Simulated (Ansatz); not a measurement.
This Ansatz (a quantum-chemistry and plane-wave program) input (CCSD(T)/def2-TZVPD) gives -155.68580 Eh with 202 basis functions. A basis named .json is the Basis Set Exchange file of that set (core-valence sets with the plain set on hydrogen).

Ansatz 0.2 input:
```yaml
crystal:
  periodic: [false, false, false]
  atoms:
    - {symbol: C, position_ang: [0.59753466, 1.74308735, 0.00415876]}
    - {symbol: C, position_ang: [0.59953286, 0.40913995, 0.00070042]}
    - {symbol: C, position_ang: [-0.59953286, -0.40913995, -0.00070042]}
    - {symbol: C, position_ang: [-0.59753466, -1.74308735, -0.00415876]}
    - {symbol: H, position_ang: [1.51677473, 2.31296276, 0.00508382]}
    - {symbol: H, position_ang: [-0.32918900, 2.30525528, 0.00617206]}
    - {symbol: H, position_ang: [1.54641423, -0.12382865, -0.00124931]}
    - {symbol: H, position_ang: [-1.54641423, 0.12382865, 0.00124931]}
    - {symbol: H, position_ang: [0.32918900, -2.30525528, -0.00617206]}
    - {symbol: H, position_ang: [-1.51677473, -2.31296276, -0.00508382]}
basis:
  gaussian:
    orbitals: def2-TZVPD
magnetization: {spin_polarized: false}
correlation: {method: ccsd_t, electrons: outside_noble_gas}
```

Change:
```diff
- orbitals: def2-TZVPD
+ orbitals: pcseg-1.json
```

What does the run give now?

-155.48199 Eh (CCSD(T)/pcseg-1, 86 functions), a change of +203.81 mEh.
